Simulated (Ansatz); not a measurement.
Input file for `F[C@@H]1O[C@H]1F`:

```yaml
crystal:
  periodic: [false, false, false]
  atoms:
    - {symbol: F, position_ang: [0.607872, -1.511712, 0.834792]}
    - {symbol: C, position_ang: [0.032041, -0.311147, 0.651495]}
    - {symbol: O, position_ang: [-1.098526, -0.311516, -0.166197]}
    - {symbol: C, position_ang: [0.051267, 0.309627, -0.655034]}
    - {symbol: F, position_ang: [-0.022198, 1.647111, -0.765858]}
    - {symbol: H, position_ang: [-0.032506, 0.255054, 1.576092]}
    - {symbol: H, position_ang: [0.523249, -0.145518, -1.520889]}
basis:
  gaussian: {orbitals: def2-SVP}
correlation: {method: ccsd_t}
```

```sh
$ ansatz run in.yaml --threads 4 --pin off --events-out ev --progress --plain --max-ram 10444MiB
```

Log, shortened:

```
Functional definition: HF
779 factors; integrals over basis functions are off by at most 1.3e-3 eV
mean field evaluation 1: about -9529.4573 eV, gradient 3.6e1 eV
mean field evaluation 2: about -9529.5783 eV, gradient 3.7e1 eV
mean field evaluation 4: about -9532.2634 eV, gradient 3.5e0 eV
mean field evaluation 8: about -9532.3073 eV, gradient 3.6e-1 eV
mean field -9532.30781915 eV, -350.3058511233 hartree, gradient 1.3e-6 eV, S^2 0.000000; 0 other end points of the search recorded, 0 dependent functions left out
5 core orbitals not correlated: weight in the atoms' cores, before any rotation towards them, 1.000 or more for the frozen orbitals, at most 0.000 for the correlated occupied ones
reference -9532.30781915 eV, -350.3058511233 hartree; 15, 15 occupied and 60, 60 virtual orbitals, 779 factors
second order -22.04829588 eV of doubles, -0.00000000 eV of singles
cycle   1  -22.00929308 eV  change    3.9e-2 eV  update   1.0e-1
cycle   2  -22.50815442 eV  change   -5.0e-1 eV  update   2.9e-2
cycle   3  -22.63797416 eV  change   -1.3e-1 eV  update   1.5e-2
cycle   4  -22.62927551 eV  change    8.7e-3 eV  update   3.1e-3
cycle   5  -22.62853882 eV  change    7.4e-4 eV  update   1.4e-3
cycle   6  -22.62933839 eV  change   -8.0e-4 eV  update   4.4e-4
cycle   7  -22.62901943 eV  change    3.2e-4 eV  update   1.5e-4
cycle   8  -22.62891857 eV  change    1.0e-4 eV  update   4.4e-5
cycle   9  -22.62894251 eV  change   -2.4e-5 eV  update   1.2e-5
perturbative correction -0.56058436 eV, -0.0206010952 hartree
Total energy: -9555.49734601 eV, -351.1580505171 hartree
```

Run time 1.7 s (4 threads of an Intel Xeon Platinum 8488C on a shared host); peak host memory 0.38 GiB.

MP2 recovers 95.1 % of the CCSD(T) correlation energy and the triples give 2.4 %; T1 = 0.0125.
